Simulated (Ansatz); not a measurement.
Ideal-gas functions of AlF2H (`[F][AlH][F]`) at 400 K and 1 bar, from an Ansatz frequency run at PBE0-D4/def2-TZVP.

Molar mass 65.99 g/mol, point group C2v (symmetry number 2), electronic degeneracy 1, moments of inertia 15.439, 74.946, 90.385 u Å². Harmonic wavenumbers (cm⁻¹, unscaled): 261, 491, 651, 783, 932, 2034.

Use S(trans) = R[1.5 ln M + 2.5 ln T − 1.1517]; rotational temperatures θ = 24.2544 K / I; S(rot) = R[ln(√π/σ · √(T³/θAθBθC)) + 1.5]; for each mode x = 1.438777 ν̃/T, S = R[x/(eˣ − 1) − ln(1 − e⁻ˣ)] and H = RT x/(eˣ − 1); 1 cm⁻¹ = 0.0119627 kJ/mol; R = 8.31446 J/(mol·K).

By hand: the entropy, in J/(mol·K).

Translation 167.2. Rotation: θ = 1.571, 0.3236, 0.2683 K, giving 94.5. Vibration, mode by mode: 9.14, 4.59, 2.91, 2.00, 1.31, 0.05, in all 20.0. Electronic 0.0. Sum 281.7 J/(mol·K).

By hand: H − E and G − E in kJ/mol, counted from the electronic energy.

Zero-point energy ½ × 5152 × 0.0119627 = 30.8; thermal vibration 5.1; translation, rotation and pV give 4 RT = 13.3. H − E = 49.2 kJ/mol, and G − E = 49.2 − 400 × 281.7/1000 = -63.5 kJ/mol.

Vibration gives 7 % of the entropy.
